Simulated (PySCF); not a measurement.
C2H3N2P.
Numbering: `[cH:1]1[n:2][nH:3][cH:4][p:5]1` (hydrogens: H6 on C1; H7 on N3; H8 on C4)

Method: TDDFT CAM-B3LYP/def2-SVPD, vertical, gas phase, core orbitals frozen in the response (PySCF). Isolated species at its PBE0-D3(BJ)/def2-SVP geometry, gas phase.

Each state is given a Gaussian of 0.25 eV full width at half maximum, with ε(max) = 2.175×10⁸ f / Δν̃ (Δν̃ the width in cm⁻¹). The width is an assumption, not a result. The curve ends short of the highest state used, and states not computed would add to its high-energy end.

```json
{"E (eV)": "5.38", "ε (L mol⁻¹ cm⁻¹)": "26"}
{"E (eV)": "5.42", "ε (L mol⁻¹ cm⁻¹)": "91"}
{"E (eV)": "5.46", "ε (L mol⁻¹ cm⁻¹)": "274"}
{"E (eV)": "5.49", "ε (L mol⁻¹ cm⁻¹)": "572"}
{"E (eV)": "5.53", "ε (L mol⁻¹ cm⁻¹)": "1348"}
{"E (eV)": "5.57", "ε (L mol⁻¹ cm⁻¹)": "2756"}
{"E (eV)": "5.61", "ε (L mol⁻¹ cm⁻¹)": "4893"}
{"E (eV)": "5.65", "ε (L mol⁻¹ cm⁻¹)": "7542"}
{"E (eV)": "5.69", "ε (L mol⁻¹ cm⁻¹)": "10106"}
{"E (eV)": "5.73", "ε (L mol⁻¹ cm⁻¹)": "11791"}
{"E (eV)": "5.77", "ε (L mol⁻¹ cm⁻¹)": "12017"}
{"E (eV)": "5.81", "ε (L mol⁻¹ cm⁻¹)": "10771"}
{"E (eV)": "5.85", "ε (L mol⁻¹ cm⁻¹)": "8608"}
{"E (eV)": "5.89", "ε (L mol⁻¹ cm⁻¹)": "6311"}
{"E (eV)": "5.93", "ε (L mol⁻¹ cm⁻¹)": "4481"}
{"E (eV)": "5.97", "ε (L mol⁻¹ cm⁻¹)": "3345"}
{"E (eV)": "6.01", "ε (L mol⁻¹ cm⁻¹)": "2802"}
{"E (eV)": "6.05", "ε (L mol⁻¹ cm⁻¹)": "2592"}
{"E (eV)": "6.09", "ε (L mol⁻¹ cm⁻¹)": "2448"}
{"E (eV)": "6.13", "ε (L mol⁻¹ cm⁻¹)": "2193"}
{"E (eV)": "6.16", "ε (L mol⁻¹ cm⁻¹)": "1900"}
{"E (eV)": "6.20", "ε (L mol⁻¹ cm⁻¹)": "1421"}
{"E (eV)": "6.24", "ε (L mol⁻¹ cm⁻¹)": "946"}
{"E (eV)": "6.28", "ε (L mol⁻¹ cm⁻¹)": "573"}
{"E (eV)": "6.32", "ε (L mol⁻¹ cm⁻¹)": "344"}
{"E (eV)": "6.36", "ε (L mol⁻¹ cm⁻¹)": "256"}
{"E (eV)": "6.40", "ε (L mol⁻¹ cm⁻¹)": "285"}
{"E (eV)": "6.44", "ε (L mol⁻¹ cm⁻¹)": "421"}
{"E (eV)": "6.48", "ε (L mol⁻¹ cm⁻¹)": "672"}
{"E (eV)": "6.52", "ε (L mol⁻¹ cm⁻¹)": "1051"}
{"E (eV)": "6.56", "ε (L mol⁻¹ cm⁻¹)": "1561"}
{"E (eV)": "6.60", "ε (L mol⁻¹ cm⁻¹)": "2211"}
{"E (eV)": "6.64", "ε (L mol⁻¹ cm⁻¹)": "3060"}
{"E (eV)": "6.68", "ε (L mol⁻¹ cm⁻¹)": "4256"}
{"E (eV)": "6.72", "ε (L mol⁻¹ cm⁻¹)": "5955"}
{"E (eV)": "6.76", "ε (L mol⁻¹ cm⁻¹)": "8126"}
{"E (eV)": "6.80", "ε (L mol⁻¹ cm⁻¹)": "10364"}
{"E (eV)": "6.83", "ε (L mol⁻¹ cm⁻¹)": "11654"}
{"E (eV)": "6.87", "ε (L mol⁻¹ cm⁻¹)": "12280"}
{"E (eV)": "6.91", "ε (L mol⁻¹ cm⁻¹)": "11362"}
{"E (eV)": "6.95", "ε (L mol⁻¹ cm⁻¹)": "9173"}
{"E (eV)": "6.99", "ε (L mol⁻¹ cm⁻¹)": "6444"}
{"E (eV)": "7.03", "ε (L mol⁻¹ cm⁻¹)": "3933"}
{"E (eV)": "7.07", "ε (L mol⁻¹ cm⁻¹)": "2088"}
```

**Question.** Where are the band maxima, and which computed states make them?

**Answer.** 215 nm (5.76 eV), ε about 12000, made up of S1 (98%); 181 nm (6.87 eV), ε about 12000, made up of S7 (98%) (ε in L mol⁻¹ cm⁻¹; maxima over ε = 5, shares over 10%). The states used: S1 5.75 eV (f 0.110); S2 5.93 eV (f 0.010); S3 6.11 eV (f 0.019); S4 6.38 eV (f 0.0002); S5 6.47 eV (f 0.0013); S6 6.65 eV (f 0.018); S7 6.87 eV (f 0.112); S8 7.31 eV (f 0.0006); S9 7.53 eV (f 0.0015); S10 7.67 eV (f 0.123).

**Question.** Does any computed singlet lie in the visible range?

**Answer.** No computed singlet lies in the visible range (380 to 750 nm); the lowest, at 216 nm, stands 2.49 eV above its violet end (3.26 eV).

**Question.** On this curve, what absorbance would a 10⁻⁴ mol/L sample give at 222 nm over a 1 cm path?

**Answer.** 222 nm is 5.585 eV, where ε is about 3500 L mol⁻¹ cm⁻¹, so A = ε c l ≈ 0.35 (Beer–Lambert, with the gas-phase spectrum and the assumed width).

**Question.** Coming from long wavelengths, where does ε first pass 100 L mol⁻¹ cm⁻¹?

**Answer.** At about 229 nm (5.42 eV), 0.33 eV below S1.

All these states lie below the vertical ionisation energy of 9.20 eV (ΔSCF).
